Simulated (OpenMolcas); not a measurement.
CH⁺ at 1.145 Å: OpenMolcas input and output

Input (each module block was a call of its own in one work directory; start orbitals came from a preliminary run):

```
&GATEWAY
Coord
2
angstrom
C 0.0 0.0 0.0
H 0.0 0.0 1.1450
Basis=ANO-RCC-VTZP
Group=XY
RX2C
AMFI
ANGMom
0.0 0.0 0.0
RICD
&SEWARD
&GUESSORB
&RASSCF
FileOrb=$CurrDir/o11.orb
Symmetry=1
Spin=1
nActEl=4 0 0
Inactive=1 0
RAS2=3 2
CIRoot=4 4 1
Linear
Iterations=120 100
OrbListing=Nothing
PRWF=0.15
>>COPY $Project.RasOrb $CurrDir/o11.orb
>>COPY $Project.rasscf.h5 $CurrDir/r11.h5
&CASPT2
XMultistate=all
Imaginary=0.2
IPEA=0.25
MaxIter=40
>>COPY $Project.JobMix JOB001
&RASSCF
FileOrb=$CurrDir/o32.orb
Symmetry=2
Spin=3
nActEl=4 0 0
Inactive=1 0
RAS2=3 2
CIRoot=2 2 1
Linear
Iterations=120 100
OrbListing=Nothing
PRWF=0.15
>>COPY $Project.RasOrb $CurrDir/o32.orb
>>COPY $Project.rasscf.h5 $CurrDir/r32.h5
&CASPT2
XMultistate=all
Imaginary=0.2
IPEA=0.25
MaxIter=40
>>COPY $Project.JobMix JOB002
&RASSCF
FileOrb=$CurrDir/o12.orb
Symmetry=2
Spin=1
nActEl=4 0 0
Inactive=1 0
RAS2=3 2
CIRoot=2 2 1
Linear
Iterations=120 100
OrbListing=Nothing
PRWF=0.15
>>COPY $Project.RasOrb $CurrDir/o12.orb
>>COPY $Project.rasscf.h5 $CurrDir/r12.h5
&CASPT2
XMultistate=all
Imaginary=0.2
IPEA=0.25
MaxIter=40
>>COPY $Project.JobMix JOB003
```

```bash
pymolcas m.inp
```

RASSCF and CASPT2 output of these blocks, in excerpt:

```
++    Wave function specifications:
      Number of closed shell electrons           2
      Number of electrons in active shells       4
      Number of inactive orbitals                1
      Number of active orbitals                  5
      Number of secondary orbitals              38
      Spin quantum number                      0.0
      State symmetry                             1
++    Orbital specifications:
      Symmetry species                           1   2
                                                 a   b
      Frozen orbitals                            0   0
      Inactive orbitals                          1   0
      Active orbitals                            3   2
      RAS2 orbitals                              3   2
      Secondary orbitals                        20  18
      Number of basis functions                 24  20
      printout of CI-coefficients larger than  0.15 for root  1
      energy=     -37.976816
      conf/sym  111 22     Coeff  Weight
            12  022 00  -0.96754 0.93614
      printout of CI-coefficients larger than  0.15 for root  2
      energy=     -37.712949
      conf/sym  111 22     Coeff  Weight
            26  002 ud  -0.98770 0.97554
      printout of CI-coefficients larger than  0.15 for root  3
      energy=     -37.712949
      conf/sym  111 22     Coeff  Weight
            25  002 20  -0.69841 0.48777
            27  002 02   0.69841 0.48777
      printout of CI-coefficients larger than  0.15 for root  4
      energy=     -37.662082
      conf/sym  111 22     Coeff  Weight
            25  002 20  -0.68488 0.46906
            27  002 02  -0.68488 0.46906
      Natural orbitals and occupation numbers for root  1
      sym 1:   0.019227   1.897920   1.976129
      sym 2:   0.053362   0.053362
      Natural orbitals and occupation numbers for root  2
      sym 1:   0.003495   0.044931   1.951574
      sym 2:   1.000000   1.000000
      Natural orbitals and occupation numbers for root  3
      sym 1:   0.003495   0.044931   1.951574
      sym 2:   1.000000   1.000000
      Natural orbitals and occupation numbers for root  4
      sym 1:   0.006302   0.086634   1.913513
      sym 2:   0.996776   0.996776
      RASSCF energy for state  4                    -37.66208151
::    RASSCF root number  1 Total energy:    -37.97681647
::    RASSCF root number  2 Total energy:    -37.71294851
::    RASSCF root number  3 Total energy:    -37.71294851
::    RASSCF root number  4 Total energy:    -37.66208151
      Von Neumann Entropy (Root   1) =  0.43224
++    Wave function specifications:
      Number of closed shell electrons           0
      Number of electrons in active shells       4
      Number of inactive orbitals                0
      Number of active orbitals                  5
      Number of secondary orbitals              38
      Spin quantum number                      0.0
      State symmetry                             1
      Number of CSFs                            28
      Number of CASSCF root(s) available         4
      CASPT2 state passed to geometry opt.       4
      A file JOBMIX will be created
      This is a MULTI-STATE CASSCF reference
      Number of CI roots used                    4
      These are:                                 1   2   3   4
      Off-diagonal elements of Heff are computed
  FINAL CASPT2 RESULT:
      Reference energy:         -37.9768164694
      E2 (Non-variational):      -0.0610928992
      Shift correction:          -0.0005840107
      E2 (Variational):          -0.0616769099
      Total energy:             -38.0384933793
      Reference weight:           0.97536
  FINAL CASPT2 RESULT:
      Reference energy:         -37.7129485126
      E2 (Non-variational):      -0.0746633897
      Shift correction:          -0.0006766736
      E2 (Variational):          -0.0753400633
      Total energy:             -37.7882885759
      Reference weight:           0.97030
  FINAL CASPT2 RESULT:
      Reference energy:         -37.7129485126
      E2 (Non-variational):      -0.0746626484
      Shift correction:          -0.0006766565
      E2 (Variational):          -0.0753393049
      Total energy:             -37.7882878175
      Reference weight:           0.97030
  FINAL CASPT2 RESULT:
      Reference energy:         -37.6620815104
      E2 (Non-variational):      -0.0695239733
      Shift correction:          -0.0006698928
      E2 (Variational):          -0.0701938661
      Total energy:             -37.7322753765
      Reference weight:           0.97344
       Total XMS-CASPT2 energies:
::    XMS-CASPT2 Root  1     Total energy:    -38.03831695
::    XMS-CASPT2 Root  2     Total energy:    -37.78828858
::    XMS-CASPT2 Root  3     Total energy:    -37.78828782
::    XMS-CASPT2 Root  4     Total energy:    -37.73245181
++    Wave function specifications:
      Number of closed shell electrons           2
      Number of electrons in active shells       4
      Number of inactive orbitals                1
      Number of active orbitals                  5
      Number of secondary orbitals              38
      Spin quantum number                      1.0
      State symmetry                             2
      printout of CI-coefficients larger than  0.15 for root  1
      energy=     -37.943323
      conf/sym  111 22     Coeff  Weight
            10  02u 0u  -0.98859 0.97730
      printout of CI-coefficients larger than  0.15 for root  2
      energy=     -37.943323
      conf/sym  111 22     Coeff  Weight
             9  02u u0  -0.98859 0.97730
      Natural orbitals and occupation numbers for root  1
      sym 1:   0.018195   1.966515   0.994234
      sym 2:   0.021056   1.000000
      Natural orbitals and occupation numbers for root  2
      sym 1:   0.018195   1.966515   0.994234
      sym 2:   1.000000   0.021056
      RASSCF energy for state  2                    -37.94332315
::    RASSCF root number  1 Total energy:    -37.94332315
::    RASSCF root number  2 Total energy:    -37.94332315
      Von Neumann Entropy (Root   1) =  1.15607
++    Wave function specifications:
      Number of closed shell electrons           0
      Number of electrons in active shells       4
      Number of inactive orbitals                0
      Number of active orbitals                  5
      Number of secondary orbitals              38
      Spin quantum number                      1.0
      State symmetry                             2
      Number of CSFs                            24
      Number of CASSCF root(s) available         2
      CASPT2 state passed to geometry opt.       2
      A file JOBMIX will be created
      This is a MULTI-STATE CASSCF reference
      Number of CI roots used                    2
      These are:                                 1   2
      Off-diagonal elements of Heff are computed
  FINAL CASPT2 RESULT:
      Reference energy:         -37.9433231479
      E2 (Non-variational):      -0.0466140532
      Shift correction:          -0.0002736846
      E2 (Variational):          -0.0468877378
      Total energy:             -37.9902108857
      Reference weight:           0.98432
  FINAL CASPT2 RESULT:
      Reference energy:         -37.9433231479
      E2 (Non-variational):      -0.0466140561
      Shift correction:          -0.0002736847
      E2 (Variational):          -0.0468877408
      Total energy:             -37.9902108888
      Reference weight:           0.98432
       Total XMS-CASPT2 energies:
::    XMS-CASPT2 Root  1     Total energy:    -37.99021089
::    XMS-CASPT2 Root  2     Total energy:    -37.99021089
++    Wave function specifications:
      Number of closed shell electrons           2
      Number of electrons in active shells       4
      Number of inactive orbitals                1
      Number of active orbitals                  5
      Number of secondary orbitals              38
      Spin quantum number                      0.0
      State symmetry                             2
      printout of CI-coefficients larger than  0.15 for root  1
      energy=     -37.869835
      conf/sym  111 22     Coeff  Weight
            18  0u2 0d   0.97989 0.96018
      printout of CI-coefficients larger than  0.15 for root  2
      energy=     -37.869835
      conf/sym  111 22     Coeff  Weight
            17  0u2 d0   0.97989 0.96018
      Natural orbitals and occupation numbers for root  1
      sym 1:   0.029076   0.996661   1.947174
      sym 2:   0.027089   1.000000
      Natural orbitals and occupation numbers for root  2
      sym 1:   0.029076   0.996661   1.947174
      sym 2:   1.000000   0.027089
      RASSCF energy for state  2                    -37.86983499
::    RASSCF root number  1 Total energy:    -37.86983500
::    RASSCF root number  2 Total energy:    -37.86983499
      Von Neumann Entropy (Root   1) =  1.21113
++    Wave function specifications:
      Number of closed shell electrons           0
      Number of electrons in active shells       4
      Number of inactive orbitals                0
      Number of active orbitals                  5
      Number of secondary orbitals              38
      Spin quantum number                      0.0
      State symmetry                             2
      Number of CSFs                            22
      Number of CASSCF root(s) available         2
      CASPT2 state passed to geometry opt.       2
      A file JOBMIX will be created
      This is a MULTI-STATE CASSCF reference
      Number of CI roots used                    2
      These are:                                 1   2
      Off-diagonal elements of Heff are computed
  FINAL CASPT2 RESULT:
      Reference energy:         -37.8698349950
      E2 (Non-variational):      -0.0507752181
      Shift correction:          -0.0003477835
      E2 (Variational):          -0.0511230016
      Total energy:             -37.9209579966
      Reference weight:           0.98195
  FINAL CASPT2 RESULT:
      Reference energy:         -37.8698349950
      E2 (Non-variational):      -0.0507752165
      Shift correction:          -0.0003477834
      E2 (Variational):          -0.0511229999
      Total energy:             -37.9209579948
      Reference weight:           0.98195
       Total XMS-CASPT2 energies:
::    XMS-CASPT2 Root  1     Total energy:    -37.92095800
::    XMS-CASPT2 Root  2     Total energy:    -37.92095799
```

Only roots inside an energy window near the equilibrium distance were included, so the list of states is not complete; labels number the states computed. Each spin and symmetry block has orbitals of its own, averaged over its own roots, so gaps between blocks are less sure than gaps within one and near the minimum can be off by tenths of an eV, in bad cases by more. No Rydberg orbitals are active, so Rydberg states, and σ→σ* states whose orbital the CASSCF left unused, can be missing between those listed. No roots were computed in block 5b (none fell in the window or the block failed), so states of that kind are missing and can lie low or lowest.
